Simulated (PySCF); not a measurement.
# CH4N2O: the cost of one run

Program: PySCF 2.14.0. Level of theory: levels as typed in each script, gas phase, geometry from GFN2-xTB. These are calculated values, not measurements.

### Step 1. Where the work starts

SMILES `CO.N#N`, 8 atoms, charge 0, spin multiplicity 1.

Bond lengths: C1–O2 1.406 Å, C1–H3 1.089 Å, C1–H4 1.096 Å, C1–H5 1.095 Å, O2–H6 0.963 Å, N7–N8 1.098 Å. Angles: O2–C1–H3 106.5°, O2–C1–H4 111.7°, O2–C1–H5 111.8°, H3–C1–H4 108.9°, H3–C1–H5 108.9°, H4–C1–H5 109.0°, C1–O2–H6 109.0°.

Coordinates:

| atom | x (Å) | y (Å) | z (Å) |
| --- | --- | --- | --- |
| C1 | -1.2704 | -0.0883 | -0.1763 |
| O2 | -2.6448 | -0.0721 | 0.1219 |
| H3 | -1.0552 | -1.0718 | -0.5900 |
| H4 | -0.6593 | 0.0607 | 0.7207 |
| H5 | -1.0067 | 0.6739 | -0.9169 |
| H6 | -2.8758 | 0.7877 | 0.4885 |
| N7 | 2.8846 | -0.2791 | 0.1332 |
| N8 | 2.0265 | 0.3729 | -0.0789 |

### Step 2. Binding of the two fragments (B3LYP/def2-tzvp)

input.py reads:

```python
import numpy as np
from pyscf import gto, scf, dft
from pyscf.scf import atom_ks, atom_hf
from scipy.linalg import block_diag
from pyscf.dispersion import dftd3

def solve(mol, dm0=None, hcore=None):
    mf = (dft.UKS if mol.spin else dft.RKS)(mol, xc='b3lyp')
    mf.grids.level = 3
    mf = mf.density_fit(auxbasis='def2-universal-jkfit')
    mf.conv_tol, mf.max_cycle = 1e-8, 80
    if hcore is not None:
        mf.get_hcore = lambda *args: hcore
    mf.kernel(dm0)
    if not mf.converged:
        mf = mf.newton().run(mf.mo_coeff, mf.mo_occ, max_cycle=30)
    assert mf.converged, 'SCF not converged'
    return mf

mol = gto.M(atom='''
C     -1.27043    -0.08829    -0.17629
O     -2.64479    -0.07212     0.12193
H     -1.05516    -1.07182    -0.59002
H     -0.65932     0.06067     0.72066
H     -1.00673     0.67387    -0.91692
H     -2.87575     0.78774     0.48848
N      2.88457    -0.27909     0.13318
N      2.02655     0.37285    -0.07888
''', basis='def2-tzvp', charge=0, spin=0, verbose=4)
mol_a = gto.M(atom='''
C     -1.27043    -0.08829    -0.17629
O     -2.64479    -0.07212     0.12193
H     -1.05516    -1.07182    -0.59002
H     -0.65932     0.06067     0.72066
H     -1.00673     0.67387    -0.91692
H     -2.87575     0.78774     0.48848
ghost-N      2.88457    -0.27909     0.13318
ghost-N      2.02655     0.37285    -0.07888
''', basis='def2-tzvp', charge=0, spin=0, verbose=4)
mol_b = gto.M(atom='''
ghost-C     -1.27043    -0.08829    -0.17629
ghost-O     -2.64479    -0.07212     0.12193
ghost-H     -1.05516    -1.07182    -0.59002
ghost-H     -0.65932     0.06067     0.72066
ghost-H     -1.00673     0.67387    -0.91692
ghost-H     -2.87575     0.78774     0.48848
N      2.88457    -0.27909     0.13318
N      2.02655     0.37285    -0.07888
''', basis='def2-tzvp', charge=0, spin=0, verbose=4)
ab, a, b = solve(mol), solve(mol_a), solve(mol_b)
e_int = ab.e_tot - a.e_tot - b.e_tot
print('counterpoise-corrected interaction energy / kcal/mol', e_int * 627.5095)
def disp(atoms, charge):
    m = gto.M(atom=atoms, charge=charge, basis='sto-3g', spin=None, unit='Bohr', verbose=0)
    return dftd3.DFTD3Dispersion(m, xc='b3lyp', version='d3bj').get_dispersion()['energy']
e_disp = disp(mol._atom, mol.charge) - disp(mol._atom[:6], mol_a.charge) - disp(mol._atom[6:], mol_b.charge)
print('D3(BJ) part / kcal/mol', e_disp * 627.5095)
# spherically averaged free atoms, for the promolecule
atm = atom_ks.get_atm_nrks(mol, xc='b3lyp')
pro = block_diag(*[(atm[a[0]][2] * atm[a[0]][3]) @ atm[a[0]][2].T for a in mol._atom])
np.savez('result.npz', e_int=e_int, e_disp=e_disp, dm_a=a.make_rdm1(), dm_b=b.make_rdm1(), c=ab.mo_coeff, occ=ab.mo_occ, eps=ab.mo_energy, pro=pro, d=[f.dip_moment(verbose=0) for f in (ab, a, b)])
```

Launch:

```bash
$ OMP_NUM_THREADS=1 python input.py
```

What time and memory should one allow on 1 thread of Arm Neoverse V2, shared host?

About 25 s, with a peak of 0.6 GiB.
